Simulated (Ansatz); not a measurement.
We consider fcc Cu, described by PBE0-D3(BJ) (Ansatz, a first-principles code, plane waves, PAW).

Settings: plane-wave cutoff 460 eV, 16×16×16 k mesh, Fermi–Dirac smearing 0.05 eV, no spin polarisation, scalar-relativistic PAW data made under PBE.

Energies at three volumes about the minimum:

```
V (Å³/atom)  E − E_lowest (meV/atom)
-----------  -----------------------
10.951                          3.48
11.232                          0.00
11.375                          0.97
```

**Question.** Fit a parabola by hand: where is the minimum, what lattice constant follows, and what is the bulk modulus?

**Answer.** Slopes: (0.00 − 3.48)/(11.232 − 10.951) = -12.384 and (0.97 − 0.00)/(11.375 − 11.232) = 6.783 meV/Å³. Curvature E″ = 2 × (6.783 − (-12.384))/(11.375 − 10.951) = 90.410 meV/Å⁶. From the middle of the first interval, the slope vanishes at V0 = 11.0915 − (-12.384)/90.410 = 11.228 Å³/atom. B = V0 E″ = 11.228 × 90.410 meV/Å³ × 0.1602 GPa per meV/Å³ = 163 GPa. With 4 atoms in the cube, a = (4 × 11.228)^(1/3) = 3.555 Å. The full Birch–Murnaghan fit to all volumes gives V0 = 11.225 Å³/atom and B0 = 159 GPa.

Measured, for comparison: bulk modulus 144 GPa (0 K value with the zero-point phonon effect removed, our sources range from 140 to 145; as tabulated in Mejia-Rodriguez and Trickey (2018), arXiv:1807.09216); lattice constant a 3.595 Å (low-temperature or extrapolated to 0 K; zero-point anharmonic expansion removed; as tabulated in Csonka et al. (2009), arXiv:0903.4037). Computed (rounded) less measured: bulk modulus +10 % (+10 % to +14 % over the range).
